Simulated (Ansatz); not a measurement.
# BH (singlet): the correlation ladder at distance B1–H2 = 1.359 Å, cc-pVQZ

An exercise on one series of results from a longer session: the logs are not shown, and one member is left open.

Program: Ansatz 0.2.0, Gaussian basis. Level of theory: cc-pVQZ, core rule «outside noble gas», up to 1 orbitals frozen. These are calculated values, not measurements.

To be run: UHF; CCSD(T) on RHF; CCSD(T) on UHF; BCCD(T) on RHF; CCSDT(Q) on RHF; CCSDT(Q) on UHF; CASSCF and NEVPT2, 4 electrons in 5 orbitals; Full CI.

14 further runs of the same task are left out: 9 that didn't finish, 5 set aside as unsound or not needed.

### The system

The geometry derives from a PBE0/def2-TZVP stationary point (not a proven minimum). One bond is set to the value named and the two fragments are kept rigid.

2 atoms, charge 0, spin multiplicity 1.

Atoms are counted from 1 here; the program's logs count them from 0.

Bond lengths: B1–H2 1.359 Å.

The first run:

in.yaml reads:

```yaml
crystal:
  periodic: [false, false, false]
  atoms:
    - {symbol: B, position_ang: [0.000000, 0.000000, 0.000000]}
    - {symbol: H, position_ang: [0.000000, 0.000000, 1.359000]}
basis:
  gaussian: {orbitals: cc-pVQZ}
magnetization: {spin_polarized: true, initial_magnetization: 0}
hamiltonian: {xc: hf}
output: {orbitals: {seedname: orbitals}}
```

Command:

```bash
$ ansatz run in.yaml --threads 1 --pin off --events-out ev --progress --plain --max-ram 2393MiB
```

Among the steps run: UHF; CCSD(T) on RHF; CCSD(T) on UHF; BCCD(T) on RHF; CCSDT(Q) on RHF; CCSDT(Q) on UHF; CASSCF and NEVPT2, 4 electrons in 5 orbitals; Full CI.

One table of the session follows, with a row left open; its other results are not shown here.

```
        method  from FCI (kJ/mol)
           RHF             +277.6
           UHF             +263.0
          RMP2              +71.0
          UMP2              +89.7
         RCCSD               +7.5
         UCCSD                  ?
      RCCSD(T)               +1.4
      UCCSD(T)               +1.6
       BCCD(T)               +1.4
        RCCSDT               +0.2
        UCCSDT               +0.3
     RCCSDT(Q)                0.0
     UCCSDT(Q)               +0.1
CASSCF valence             +123.5
NEVPT2 valence              +36.3
           FCI                  0
```

Q: Estimate the row for UCCSD from the others.

As computed: from FCI (kJ/mol): +8.0. In the column «from FCI (kJ/mol)» it lies between RCCSD (+7.5) and NEVPT2 valence (+36.3).

Among the levels timed on like hardware and quicker than the yardstick, those that no quicker one beats, quickest first: RCCSD(T) (0.87 s, +1.4 kJ/mol); RCCSDT(Q) (9.5 s, 0.0 kJ/mol).

Limits of these values: The yardstick is full CI for this spin, exact in this basis with these frozen cores. Restricted and unrestricted rows rest on different reference determinants; where their highest levels disagree by more than a few hundredths of an eV, they describe different states and don't form one ladder.
